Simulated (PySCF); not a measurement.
## `C#C[P-]C`: 4 charge schemes on one density

C₃H₄P (charge -1).
Cartesian coordinates in Å at the GFN2-xTB level; atoms count from 1:
```
atom  x, y, z in Å
C1     2.1962    0.4969   -0.3549
C2     1.2477    0.1704    0.3238
P3    -0.0228   -0.3005    1.4044
C4    -1.3911   -0.2835    0.1170
H5     2.9993    0.7793   -0.9754
H6    -1.5119    0.7113   -0.3171
H7    -1.1889   -0.9988   -0.6830
H8    -2.3195   -0.5657    0.6162
```

Density: PBE0/pcSseg-1 (PySCF); schemes: Mulliken, IAO, Hirshfeld and ESP-fitted. Isolated species at its GFN2-xTB geometry, gas phase. The pcSseg-1 basis has no diffuse functions, a weakness for an anion. The HOMO energy is positive at this level (+0.99 eV), so the outermost electrons may be held by the finite basis alone.

Which atoms carry the highest charge in the Mulliken, IAO, Hirshfeld and ESP-fitted schemes?

The schemes don't all agree: Mulliken H6 and H7 (+0.094); IAO H5 (+0.150); Hirshfeld H5 (+0.025); ESP-fitted H5 (+0.250).

Do the Mulliken, IAO, Hirshfeld and ESP-fitted schemes agree on where the charge is lowest?

The schemes don't all agree: Mulliken C1 (-0.499); IAO C4 (-0.578); Hirshfeld P3 (-0.359); ESP-fitted P3 (-0.722).

What partial charge does each atom carry?

In e:

| atom | environment | Mulliken | IAO | Hirshfeld | ESP-fitted |
| --- | --- | --- | --- | --- | --- |
| C1 | terminal alkyne carbon | -0.499 | -0.447 | -0.281 | -0.683 |
| C2 | alkyne carbon | -0.042 | -0.237 | -0.180 | +0.189 |
| P3 | phosphorus bonded to 2 C | -0.213 | -0.230 | -0.359 | -0.722 |
| C4 | sp3 carbon bound to phosphorus | -0.493 | -0.578 | -0.209 | -0.188 |
| H5 | alkyne hydrogen | -0.015 | +0.150 | +0.025 | +0.250 |
| H6 | methyl hydrogen | +0.094 | +0.114 | 0.000 | +0.034 |
| H7 | methyl hydrogen | +0.094 | +0.114 | 0.000 | +0.036 |
| H8 | methyl hydrogen | +0.074 | +0.113 | +0.002 | +0.084 |

Mean size of the charges over all atoms: ESP-fitted 0.273 e, IAO 0.248 e, Mulliken 0.190 e, Hirshfeld 0.132 e. Each set sums to the total charge, -1, to within 0.001 e. The Hirshfeld scheme weights the molecular density at each point by an atom's share of the summed free-atom densities.

Sum the charges by element, for elements with more than one atom.

```csv
element,atoms,Mulliken,IAO,Hirshfeld,ESP-fitted
C,3,-1.033,-1.262,-0.669,-0.682
H,4,+0.247,+0.492,+0.028,+0.405
```

How closely do the schemes follow one another over all atoms?

Correlation coefficient and root-mean-square difference: Mulliken with IAO 0.93, 0.099 e; Hirshfeld with ESP-fitted 0.84, 0.248 e; IAO with Hirshfeld 0.82, 0.172 e; Mulliken with Hirshfeld 0.77, 0.155 e; Mulliken with ESP-fitted 0.70, 0.254 e; IAO with ESP-fitted 0.61, 0.286 e.
